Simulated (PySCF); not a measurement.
## How methods differ on the ionisation energy of F

F [He] 2s2 2p5 (2P) → F⁺ [He] 2s2 2p4 (3P), as a difference of total energies. Calculation: PySCF 2.14, in x2c-TZVPall (5s3p2d1f, 31 functions); the spin-free X2C one-electron Hamiltonian (Gaussian nucleus). Correlated levels: valence: 1s2 frozen. The calculations carry no spin-orbit coupling.

```json
{"method": "UHF", "ionisation energy (eV)": "15.641"}
{"method": "B3LYP", "ionisation energy (eV)": "17.687"}
{"method": "MN15", "ionisation energy (eV)": "17.565"}
{"method": "MP2 (valence)", "ionisation energy (eV)": "17.195"}
{"method": "SCS-MP2 (valence)", "ionisation energy (eV)": "17.180"}
{"method": "CCSD (valence)", "ionisation energy (eV)": "17.093"}
{"method": "CCSD(T) (valence)", "ionisation energy (eV)": "17.135"}
```

Errors of the correlated levels include the incompleteness of this basis and the frozen core.

Problem. Which method comes closest to the reference value, and which is furthest?

Solution. The reference is 17.427 eV (measured; NIST levels, between the centres of gravity of the two terms). Closest: MN15 (error 0.138 eV); furthest: UHF (error -1.786 eV).
